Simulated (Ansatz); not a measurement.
**Nudged elastic band run: CH3SSi, charge -1**

Input file:

```yaml
crystal:
  periodic: [false, false, false]
  atoms:
    - { symbol: C, position_ang: [-0.602984, -0.016898, -0.79274] }
    - { symbol: Si, position_ang: [0.456694, 0.011208, 0.597825] }
    - { symbol: S, position_ang: [2.110725, -1.050704, 1.115784] }
    - { symbol: H, position_ang: [-1.462952, 0.675174, -0.851537] }
    - { symbol: H, position_ang: [-0.473177, -0.699232, -1.650447] }
    - { symbol: H, position_ang: [-0.028316, 1.080453, 1.581116] }
total_charge: -1
basis:
  gaussian: { orbitals: def2-SVP }
hamiltonian:
  xc: pbe
  dispersion: d4
neb:
  order_check: false
  images: 7
  f_tol: 0.05
  max_iterations: 55
  initial_path: idpp
  final_atoms:
    - { symbol: C, position_ang: [-0.60325685, -0.01642787, -0.79247491] }
    - { symbol: Si, position_ang: [0.45725123, 0.01005985, 0.5973166] }
    - { symbol: S, position_ang: [2.11117304, -1.05069874, 1.11737051] }
    - { symbol: H, position_ang: [-0.47453093, -0.69919347, -1.64978928] }
    - { symbol: H, position_ang: [-1.46259989, 0.67620375, -0.85152802] }
    - { symbol: H, position_ang: [-0.02804659, 1.08005748, 1.5791061] }
```

Run as:

```bash
$ ansatz run input.yaml --threads 1 --pin off --max-ram 2048MiB --backend cpu --events-out ev --progress --plain --runs-dir out
```

Output, in part (warnings, iteration lines, the closing report on the highest movable image, with atoms numbered from 0):

```
NEB end point (image 0): max|allowed force component| = 3.508e-3 eV/Å (the criterion of neb.relax_end_points is 1.000e-2)
NEB end point (image 8): max|allowed force component| = 8.293e-3 eV/Å (the criterion of neb.relax_end_points is 1.000e-2)
NEB iter   1: max|band force component| = 7.265e-1 eV/Å  barrier→ = 1.4625 eV  barrier← = 1.4624 eV  Δτ_max = 0.1935 Å  (247 SCF iters)
NEB iter   2: max|band force component| = 2.744e-1 eV/Å  barrier→ = 1.2970 eV  barrier← = 1.2970 eV  CI = image 4  Δτ_max = 0.1831 Å  (195 SCF iters)
NEB iter   3: max|band force component| = 6.294e-1 eV/Å  barrier→ = 1.2284 eV  barrier← = 1.2284 eV  CI = image 4  Δτ_max = 0.0871 Å  (199 SCF iters)
NEB iter   4: max|band force component| = 4.064e-1 eV/Å  barrier→ = 1.1866 eV  barrier← = 1.1866 eV  CI = image 4  Δτ_max = 0.0579 Å  (198 SCF iters)
NEB iter   5: max|band force component| = 1.348e-1 eV/Å  barrier→ = 1.1707 eV  barrier← = 1.1707 eV  CI = image 4  Δτ_max = 0.0130 Å  (200 SCF iters)
NEB iter   6: max|band force component| = 5.445e-2 eV/Å  barrier→ = 1.1698 eV  barrier← = 1.1698 eV  CI = image 4  Δτ_max = 0.0115 Å  (190 SCF iters)
NEB iter   7: max|band force component| = 2.067e-2 eV/Å  barrier→ = 1.1696 eV  barrier← = 1.1696 eV  CI = image 4  Δτ_max = 0.0000 Å  (402 SCF iters)
Total energy: -19781.85841492 eV, -726.9698881232 hartree
Atom 0 at    -0.747154     0.363964    -0.815865 Å, force     0.013907    -0.018535    -0.006399 eV/Å
Atom 1 at     0.415246     0.082011     0.532450 Å, force    -0.008406     0.014593    -0.002859 eV/Å
Atom 2 at     1.435620    -1.460562     1.385097 Å, force     0.003001    -0.012227     0.003024 eV/Å
Atom 3 at    -1.624518    -0.316456    -0.649135 Å, force     0.009361     0.004305    -0.002640 eV/Å
Atom 4 at    -0.261439    -0.037800    -1.745857 Å, force    -0.018291     0.006076     0.004237 eV/Å
Atom 5 at     0.782236     1.368843     1.293310 Å, force     0.000427     0.005789     0.004637 eV/Å
Dipole moment:     0.241087    -0.236905     0.235760 e Å
```

The run converged. A vibrational analysis at the climbing image gives one clearly imaginary mode, 690i cm⁻¹: a first-order saddle point. Limits of this set-up: an anion without diffuse functions, the dipole of an ion depends on the origin.

Final band (atoms are numbered from 1 in the order of the input):

| image | path coordinate (Å) | energy (kJ/mol) | dihedral H4–C1–Si2–S3 (°) |
| --- | --- | --- | --- |
| 0 | 0.00 | 0.0 | 180 |
| 1 | 0.46 | 12.7 | 150 |
| 2 | 0.92 | 46.6 | 119 |
| 3 | 1.39 | 88.9 | 88 |
| 4 | 1.85 | 112.8 | 55 |
| 5 | 2.31 | 88.9 | 32 |
| 6 | 2.77 | 46.6 | 18 |
| 7 | 3.23 | 12.7 | 8 |
| 8 | 3.69 | 0.0 | 0 |

Run time: 3.9 min on 1 thread of Intel(R) Xeon(R) Processor @ 2.50GHz (Skylake/Cascade Lake) (shared host), peak memory 0.12 GiB.
